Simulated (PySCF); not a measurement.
NO, SMILES [N]=O, multiplicity 2.

Geometry: B3LYP-D3(BJ)/def2-TZVPD.

Two levels are set side by side: PBE/def2-TZVPD (PySCF) and M06-2X/def2-TZVPD (PySCF). Same geometry, gas phase. Differences are taken from unrounded values.

| quantity | PBE |
|---|---|
| α-spin orbital gap (eV) | 0.28 |
| β-spin orbital gap (eV) | 7.44 |
| dipole moment (D) | 0.24 |

Task: These are the PBE values. What does M06-2X give? (An estimate is asked for; the answer gives what the named calculation found.)

Result: 
| quantity | M06-2X | PBE minus M06-2X |
|---|---|---|
| α-spin orbital gap (eV) | 6.62 | -6.35 |
| β-spin orbital gap (eV) | 14.03 | -6.59 |
| dipole moment (D) | 0.10 | 0.14 |

Rough cost on one machine, each run with all the roots and properties that it gave: M06-2X against PBE about 5 times.
